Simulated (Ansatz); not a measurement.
# C4H5F: how energies converge with the basis set

Aim: see how fast density functionals converge with the basis set for C4H5F.

The runs use Ansatz 0.2.0, Gaussian basis; one geometry, several basis sets.

The runs, in order: PBE0-D4/def2-SVP; ωB97M-V/def2-SVP; PBE0-D4/def2-QZVPP; ωB97M-V/def2-QZVPP; the functionals' def2-TZVPP values are taken from earlier runs.

**1. The relaxed structure**

The geometry comes from an earlier relaxation with PBE0-D4 in a triple-zeta def2 set; it is a stationary point, not always the lowest conformer.

SMILES `C=C=C(C)F`, 10 atoms, charge 0, spin multiplicity 1.

Atoms are counted from 1 here; the program's logs count them from 0.

Bond lengths: C1–C2 1.299 Å, C1–H6 1.087 Å, C1–H7 1.087 Å, C2–C3 1.302 Å, C3–C4 1.482 Å, C3–F5 1.353 Å, C4–H8 1.094 Å, C4–H9 1.089 Å, C4–H10 1.094 Å. Angles: C2–C1–H6 121.5°, C2–C1–H7 121.5°, H6–C1–H7 117.0°, C1–C2–C3 178.3°, C2–C3–C4 127.4°, C2–C3–F5 119.7°, C4–C3–F5 112.9°, C3–C4–H8 110.2°, C3–C4–H9 110.5°, C3–C4–H10 110.2°, H8–C4–H9 109.0°, H8–C4–H10 107.8°, H9–C4–H10 109.0°.

**2. PBE0-D4 in def2-SVP**

The input, in.yaml:

```yaml
crystal:
  periodic: [false, false, false]
  atoms:
    - {symbol: C, position_ang: [-1.208602, 1.454815, -0.932138]}
    - {symbol: C, position_ang: [-0.251593, 0.670992, -0.534481]}
    - {symbol: C, position_ang: [0.683468, -0.131333, -0.112376]}
    - {symbol: C, position_ang: [0.562171, -1.196940, 0.910567]}
    - {symbol: F, position_ang: [1.931737, -0.033850, -0.625513]}
    - {symbol: H, position_ang: [-1.400482, 2.408392, -0.447227]}
    - {symbol: H, position_ang: [-1.848953, 1.190005, -1.769452]}
    - {symbol: H, position_ang: [0.821275, -2.167380, 0.478016]}
    - {symbol: H, position_ang: [-0.455241, -1.240601, 1.296132]}
    - {symbol: H, position_ang: [1.249420, -1.005199, 1.739370]}
basis:
  gaussian: {orbitals: def2-SVP}
hamiltonian: {xc: pbe0, dispersion: d4}
output: {orbitals: {seedname: orbitals}}
```

The run is started by

```
> ansatz run in.yaml --threads 2 --pin off --events-out ev --progress --plain --max-ram 4352MiB
```

The runs that follow: ωB97M-V in def2-SVP; PBE0-D4 in def2-QZVPP; ωB97M-V in def2-QZVPP.

Q: Predict the results of all the runs planned. Wanted: PBE0-D4: double and triple zeta above quadruple; ωB97M-V: double and triple zeta above quadruple.

As calculated:

```
                                       quantity          value
PBE0-D4: double and triple zeta above quadruple  8.34, 0.37 eV
ωB97M-V: double and triple zeta above quadruple  8.64, 0.35 eV
```

In words: For PBE0-D4 the step from double to triple zeta gains 7.97 eV and the next only 0.37 eV. These are total energies; as a rule much of such shifts cancels in differences, which this series doesn't test.
